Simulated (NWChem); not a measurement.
All runs are NWChem calculations. System: F$_{4}$Si, charge 0, spin multiplicity 1, optimised in this run. The structure started from a generated list of species. Level: PBE0/def2-SVP.

Job file:

```
start mol
memory heap 200 mb stack 900 mb global 1100 mb
geometry units angstroms
  F      1.278631     0.000000     0.904074
  Si     0.000000     0.000000     0.000065
  F     -1.278631     0.000000     0.904074
  F      0.000000    -1.278427    -0.904124
  F      0.000000     1.278427    -0.904124
  symmetry group C2v
end
basis spherical
  * library def2-svp
end
dft
  xc pbe0
  semidirect memsize 60000000 filesize 0
  iterations 100
end
driver
  maxiter 80
end
task dft optimize
task dft freq
```

NWChem printed:

```
             Northwest Computational Chemistry Package (NWChem) 7.3.0
             --------------------------------------------------------

                                NWChem Input Module
                                -------------------

 Scaling coordinates for geometry "geometry" by  1.889725989
 (inverse scale =  0.529177249)

 Turning off AUTOSYM since
 SYMMETRY directive was detected!

          ------
          auto-z
          ------
  Looking for out-of-plane bends

                             Geometry "geometry" -> ""
                             -------------------------

 Output coordinates in angstroms (scale by  1.889725989 to convert to a.u.)

  No.       Tag          Charge          X              Y              Z
 ---- ---------------- ---------- -------------- -------------- --------------
    1 F                    9.0000     1.27863100     0.00000000     0.90407380
    2 Si                  14.0000     0.00000000     0.00000000     0.00006480
    3 F                    9.0000    -1.27863100     0.00000000     0.90407380
    4 F                    9.0000     0.00000000    -1.27842700    -0.90412420
    5 F                    9.0000     0.00000000     1.27842700    -0.90412420

 Effective nuclear repulsion energy (a.u.)     270.8961938165

            Nuclear Dipole moment (a.u.)
            ----------------------------
        X                 Y               Z
 ---------------- ---------------- ----------------
     0.0000000000     0.0000000000    -0.0000000000

      Symmetry information
      --------------------

 Group name             C2v
 Group number             16
 Group order               4
 No. of unique centers     3

      Symmetry unique atoms

     1    2    4


 Summary of "ao basis" -> "" (spherical)
 ------------------------------------------------------------------------------
       Tag                 Description            Shells   Functions and Types
 ---------------- ------------------------------  ------  ---------------------
 *                          def2-svp                  on all atoms

                           NWChem Geometry Optimization
[...]
 C=   0.132258 cm-1  (  0.190285 K)

 Temperature                      =   298.15K
 frequency scaling parameter      =   1.0000

 Zero-Point correction to Energy  =    7.880 kcal/mol  (  0.012558 au)
 Thermal correction to Energy     =   11.020 kcal/mol  (  0.017561 au)
 Thermal correction to Enthalpy   =   11.612 kcal/mol  (  0.018505 au)

 Total Entropy                    =   71.650 cal/mol-K
   - Translational                =   39.816 cal/mol-K (mol. weight = 103.9705)
   - Rotational                   =   24.659 cal/mol-K (symmetry #  =        2)
   - Vibrational                  =    7.175 cal/mol-K

 Cv (constant volume heat capacity) =   15.764 cal/mol-K
   - Translational                  =    2.979 cal/mol-K
   - Rotational                     =    2.979 cal/mol-K
   - Vibrational                    =    9.805 cal/mol-K


 ----------------------------------------------------------------------------
 Normal Eigenvalue ||    Projected Derivative Dipole Moments (debye/angs)
  Mode   [cm**-1]  ||      [d/dqX]             [d/dqY]           [d/dqZ]
 ------ ---------- || ------------------ ------------------ -----------------
    1       -0.000 ||       0.000              -0.000             0.000
    2       -0.000 ||      -0.000              -0.000             0.000
    3       -0.000 ||      -0.000              -0.000             0.000
    4       -0.000 ||       0.000              -0.000            -0.000
    5        0.000 ||      -0.000              -0.000             0.000
    6        0.000 ||      -0.000               0.000             0.000
    7      248.181 ||      -0.000              -0.000            -0.000
    8      248.186 ||       0.000              -0.000             0.000
    9      370.474 ||       0.003               0.004             1.118
   10      370.481 ||      -1.090              -0.250             0.004
   11      370.481 ||       0.250              -1.090             0.003
   12      785.475 ||       0.000               0.000            -0.000
   13     1040.531 ||      -2.279               0.031            -0.010
   14     1040.531 ||      -0.031              -2.279            -0.008
   15     1040.533 ||      -0.010              -0.008             2.279
 ----------------------------------------------------------------------------

 ----------------------------------------------------------------------------
 Normal Eigenvalue ||           Projected Infra Red Intensities
  Mode   [cm**-1]  || [atomic units] [(debye/angs)**2] [(KM/mol)] [arbitrary]
 ------ ---------- || -------------- ----------------- ---------- -----------
    1       -0.000 ||    0.000000           0.000         0.000       0.000
    2       -0.000 ||    0.000000           0.000         0.000       0.000
    3       -0.000 ||    0.000000           0.000         0.000       0.000
    4       -0.000 ||    0.000000           0.000         0.000       0.000
    5        0.000 ||    0.000000           0.000         0.000       0.000
    6        0.000 ||    0.000000           0.000         0.000       0.000
    7      248.181 ||    0.000000           0.000         0.000       0.000
    8      248.186 ||    0.000000           0.000         0.000       0.000
    9      370.474 ||    0.054194           1.250        52.831       9.701
   10      370.481 ||    0.054193           1.250        52.830       9.701
   11      370.481 ||    0.054193           1.250        52.830       9.701
   12      785.475 ||    0.000000           0.000         0.000       0.000
   13     1040.531 ||    0.225133           5.194       219.471      40.299
   14     1040.531 ||    0.225133           5.194       219.471      40.299
   15     1040.533 ||    0.225133           5.194       219.471      40.299
 ----------------------------------------------------------------------------

 Task  times  cpu:       40.5s     wall:       40.5s

 Total times  cpu:       44.5s     wall:       44.5s
```
